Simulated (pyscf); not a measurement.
Structures and frequencies: ωB97X-D3(BJ)/def2-SVP in PySCF.

Q: F–Bi(F)–F + ammonia (NH₃) → H₂N–Bi(F)–F + hydrogen fluoride (HF)
Surface: singlet. Broken: Bi–F, H–N. Formed: Bi–N, F–H. Give ΔE‡ and ΔE from ωB97M-D3(BJ)/def2-TZVP, relative to the separated reactants.

A: ΔE‡ = 15.5 kJ/mol, ΔE = +67.1 kJ/mol. Zero-point energy shifts the barrier by -1.3 kJ/mol. It is a four-centre exchange, with an imaginary mode of 460i cm⁻¹. On the reactant side the descent ends in an adduct with a Bi–N contact, 68.0 kJ/mol under the separated species and 73.7 kJ/mol under the saddle at ωB97X-D3(BJ)/def2-TZVP. On the product side the descent ends in a bound adduct, 61.0 kJ/mol under the separated species and 3.9 kJ/mol under the saddle at ωB97X-D3(BJ)/def2-TZVP. At ωB97M-D3(BJ) the saddle lies under the separated products, which points to a path from their complex (located at ωB97X-D3(BJ) alone), and parting the products costs more than the saddle. What is counted as formed (Bi–N) is already present as a longer contact in the reactant adduct; forming that adduct is a step of its own. At ωB97X-D3(BJ) the barrier from the zero used here is 5.8 kJ/mol. This is the saddle that the search found; another between the same sides may lie lower. Elements past Kr carry the def2 core potentials, without spin-orbit coupling.
